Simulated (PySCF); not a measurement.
Molfile (atoms numbered from 1):
```
H3P
     RDKit          3D

  4  3  0  0  0  0  0  0  0  0999 V2000
    0.0237   -0.0407    0.4840 P   0  0  0  0  0  0  0  0  0  0  0  0
   -0.5985    1.0183   -0.2283 H   0  0  0  0  0  0  0  0  0  0  0  0
    1.1899   -0.0016   -0.3247 H   0  0  0  0  0  0  0  0  0  0  0  0
   -0.5897   -1.0409   -0.3153 H   0  0  0  0  0  0  0  0  0  0  0  0
  1  2  1  0
  1  3  1  0
  1  4  1  0
M  END
```

Geometry: PBE0-D3(BJ)/def2-TZVP; GIAO absolute shieldings from PySCF 2.14, gas phase, non-relativistic, averaged over equivalent atoms.

At B97-2/pcSseg-2 (85 basis functions, 1.3 s wall time on 1 thread of an Intel Xeon, shared host):
| atoms | σ (ppm) |
| --- | --- |
| P1 | 576.4 |
| H2/H3/H4 | 29.49 |

**Question.** Predict the values at wB97X-D/pcSseg-2 on the same geometry.

**Answer.** 
```csv
atoms,σ at wB97X-D/pcSseg-2,change
P1,573.7,-2.7
H2/H3/H4,29.45,-0.04
```

The largest change is at P1 (phosphorus bonded to 3 H). Cost: 85 basis functions, 1.5 s wall time on 1 thread of an Intel Xeon, shared host.
